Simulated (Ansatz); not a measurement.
Calculated with Ansatz (gas phase, PBE0-D4/def2-TZVP geometries, no zero-point term in ΔE). CBS: MP2 limit from def2 TZ/QZ plus the TZ coupled-cluster correction, frozen cores. This one scheme is used for every species, atoms too. Functionals use def2-TZVPP. HSE06 is defined as in plane-wave codes. Open shells (•) are unrestricted, without spin–orbit coupling. Spin–orbit coupling would lower the free atoms: a little for S, Si. Each species was taken in one conformer, which may not be the lowest.

Reaction (atomization): `[SiH3]SS` → 4 H• + 2 S• + Si•

| level | ΔE (eV) | difference from CCSD(T)/CBS |
| --- | --- | --- |
| r2SCAN0-D4 | 20.00 | -0.25 |
| HSE06-D4 | 20.07 | -0.18 |
| ωB97X-V | 20.45 | 0.20 |
| B2PLYP | 19.77 | -0.48 |
| revPBE | 19.46 | -0.79 |
| BLYP | 19.60 | -0.65 |
| HSE06 | 19.92 | -0.33 |
| MP2/def2-SVP | 18.03 | -2.22 |
| CCSD(T)/def2-TZVPP | 19.52 | -0.73 |
| SCS-MP2/def2-QZVPP | 20.15 | -0.10 |
| CCSD(T)/CBS | 20.25 | 0 |

Largest T1 diagnostic among the species: 0.012.

At CCSD(T), def2-SVP lies −2.07 eV from the extrapolated value and def2-TZVPP −0.74 eV: correlation converges slowly with the basis, and small sets miss more of it in the bonded molecule than in its fragments. From r2SCAN to r2SCAN0 (25 % exact exchange), in def2-TZVPP and without D4, ΔE moves by −0.28 eV: exact exchange takes away binding that semilocal exchange gives to molecules. The D4 term adds +0.29 eV with B3LYP and +0.15 eV with PBE0; it sums over pairs of atoms, weighted by their polarisabilities, and B3LYP, whose exchange is more repulsive, gets the larger term.

B3LYP here is the variant with VWN-RPA as its local correlation; programs differ in this.

For atomizations the MP2-based limit and the directly extrapolated one differ by several kJ/mol either way, and by 10 to 25 for some Ge, Se and Sn compounds, so smaller differences from it don't rank the levels.
